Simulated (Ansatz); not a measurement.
# HSi: the cost of one run

Method: the levels named in each step, in Ansatz 0.2.0.

## Step 1: Starting point

Bond lengths: Si1–H2 1.502 Å.

Coordinates:

```xyz
2

Si    0.0000    0.0000    0.0000
H     0.0000    0.0000    1.5015
```

## Step 2: A rough first relaxation, PBE-D4/def2-SVP

This run stands in another session on the same molecule. It ended at:

```xyz
2

Si    0.0000    0.0000   -0.0202
H     0.0000    0.0000    1.5217
```

## Step 3: Relaxation, PBE0-D4/def2-TZVPP

This run stands in another session on the same molecule. It ended at:

```xyz
2

Si    0.0000    0.0000   -0.0085
H     0.0000    0.0000    1.5100
```

## Step 4: Relaxation, CCSD(T)/cc-pV(T+d)Z

Input file input.yaml:

```yaml
crystal:
  periodic: [false, false, false]
  atoms:
    - { symbol: Si, position_ang: [0.0, 0.0, -0.00847069] }
    - { symbol: H, position_ang: [0.0, 0.0, 1.51002069] }
total_charge: 1
basis:
  gaussian: { orbitals: "cc-pV(T+d)Z.json" }
correlation:
  method: ccsd_t
relax:
  f_tol: 0.002
  max_steps: 40
```

On the command line:

```console
> ansatz run input.yaml --threads 2 --pin off --max-ram 5120MiB --backend cpu --events-out ev --progress --plain --runs-dir out
```

Q: Estimate wall time and peak memory on 2 threads of Intel Xeon at 2.70GHz, shared host.

About 2.6 s, with a peak of 0.14 GiB.
